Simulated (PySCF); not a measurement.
B3LYP has the VWN-RPA correlation part, as in Gaussian. Excitations are Tamm–Dancoff values on a coarser integration grid. The basis has no diffuse functions, so Rydberg states are missing or too high.

Z-matrix (Å, degrees):
```
C
H 1 1.0898
H 1 1.0910 2 107.15
C 1 1.5205 2 111.40 3 -121.41
H 4 1.0902 1 110.98 2 179.22
H 4 1.0915 5 107.92 1 -121.82
H 4 1.0933 5 108.54 6 -116.66
S 1 1.8296 2 108.84 3 111.89
H 8 1.3438 1 96.76 2 62.99
```
Charge 0, multiplicity 1.

**Question.** What is the computed LUMO, S1–T1 gap (TDA), dipole moment, S1 oscillator strength, HOMO–LUMO gap, S1 excitation (TDA), total energy and HOMO (B3LYP-D3(BJ)/def2-TZVP (PySCF))?

**Answer.** 
```json
{
  "LUMO": "0.20 eV",
  "S1–T1 gap (TDA)": "0.48 eV",
  "dipole_moment": "1.64 D",
  "S1 oscillator strength": "0.002",
  "HOMO–LUMO gap": "6.73 eV",
  "S1 excitation (TDA)": "5.40 eV",
  "total_energy": "-478.0906 Ha",
  "HOMO": "-6.52 eV"
}
```
